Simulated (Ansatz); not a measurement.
A nudged elastic band was laid between two geometries of AlClH2 + H3P (8 atoms, charge 0, multiplicity 1).

Theory: RKS revPBE-D4/def2-SVP (Ansatz 0.2.0).

- movable images: 7
- climbing image: yes
- spring: 5.0 eV/Å²
- optimiser: quadratic models (default)
- start path: through a guess of the saddle point
- force threshold: 0.05 eV/Å
- iteration limit: 60
- end points: relaxed

First end point:

```xyz
8
Properties=species:S:1:pos:R:3
Al 0.030 -0.021 0.211
Cl -0.129 0.825 2.175
H 1.484 -0.075 -0.435
H -1.333 -0.249 -0.581
P 0.209 -3.160 1.078
H -0.701 -2.770 0.031
H 1.372 -2.683 0.375
H 0.036 -1.929 1.818
```

Last end point:

```xyz
8
Properties=species:S:1:pos:R:3
Al 0.072 0.109 0.063
Cl -0.785 0.572 2.007
H 1.615 0.486 -0.135
H -0.962 0.001 -1.153
P 0.252 -2.336 0.764
H -0.986 -2.924 1.161
H 0.777 -3.425 -0.005
H 0.987 -2.544 1.970
```

Q: What changes between the two ends?

A: Bonds formed: Al1–P5. AlClH2 + H3P becomes AlClH5P.

Q: Give the energies along the band, and the barrier.

A: It converged. The highest image is number 2 of 0 to 8, 0.82 eV above the first end and 1.33 eV above the last; the last end lies 0.51 eV below the first. A vibrational analysis at the climbing image gives one clearly imaginary mode, 895i cm⁻¹: a first-order saddle point.

```csv
image,path coordinate (Å),energy (eV),Al1–P5 (Å)
0,0.00,0.00,3.26
1,1.17,0.00,3.25
2,2.35,0.82,2.71
3,2.55,0.59,2.54
4,2.75,0.11,2.42
5,2.95,-0.25,2.39
6,3.16,-0.42,2.43
7,3.36,-0.49,2.50
8,3.56,-0.51,2.55
```

Q: What is the geometry of the highest image?

A: 
```xyz
8
Properties=species:S:1:pos:R:3
Al 0.069 -0.115 0.163
Cl -0.968 0.527 1.954
H 1.627 0.251 0.082
H -0.837 -0.312 -1.144
P 0.274 -2.699 0.939
H -1.128 -2.626 0.942
H 0.941 -2.951 -0.272
H 0.990 -2.136 2.008
```

Q: What are the harmonic wavenumbers there?

A: 895i, 72, 82, 225, 296, 395, 472, 479, 507, 644, 755, 961, 976, 1858, 1866, 2494, 2581, 2586 cm⁻¹.

The run took 6.5 min on 2 threads of Intel(R) Xeon(R) Platinum 8259CL CPU @ 2.50GHz (Skylake/Cascade Lake), on a shared host, peak memory 0.17 GiB.
